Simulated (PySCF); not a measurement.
# Nitrogen: a sound run and one with changed settings

Sound run: N [He] 2s2 2p3, N⁺ [He] 2s2 2p2. All numbers are calculated (PySCF 2.14, no relativity, point nucleus, in aug-cc-pVDZ (4s3p2d, 23 functions)). In the sound run the correlated levels freeze 1s2. The sound run starts from symmetry-adapted Hartree-Fock orbitals and uses a fine grid where one is needed.

Changed run: basis STO-3G. This setting is unsound on purpose.

```json
{"species": "N", "method": "UHF", "sound run (hartree)": "-54.39318", "changed run (hartree)": "-53.71901", "converged": "yes"}
{"species": "N", "method": "LDA", "sound run (hartree)": "-54.12066", "changed run (hartree)": "-53.40704", "converged": "yes"}
{"species": "N", "method": "MN15", "sound run (hartree)": "-54.53351", "changed run (hartree)": "-53.59179", "converged": "yes"}
{"species": "N", "method": "MP2", "sound run (hartree)": "-54.46817", "changed run (hartree)": "-53.71901", "converged": "yes"}
{"species": "N⁺", "method": "UHF", "sound run (hartree)": "-53.88126", "changed run (hartree)": "-53.24264", "converged": "yes"}
{"species": "N⁺", "method": "LDA", "sound run (hartree)": "-53.56872", "changed run (hartree)": "-52.91058", "converged": "yes"}
{"species": "N⁺", "method": "MN15", "sound run (hartree)": "-53.99735", "changed run (hartree)": "-53.10394", "converged": "yes"}
{"species": "N⁺", "method": "MP2", "sound run (hartree)": "-53.93610", "changed run (hartree)": "-53.25331", "converged": "yes"}
{"species": "N⁺", "method": "CCSD(T)", "sound run (hartree)": "-53.95937", "changed run (hartree)": "-53.26332", "converged": "yes"}
```

Ionisation energy of N:

```tsv
method	sound run (eV)	changed run (eV)
UHF	13.930	12.963
LDA	15.019	13.509
MN15	14.589	13.275
MP2	14.478	12.672
SCS-MP2	14.260	12.614
```

A minimal basis cannot let orbitals breathe on ionisation and holds almost no correlation.

For comparison, NIST gives 14.534 eV between the lowest levels.
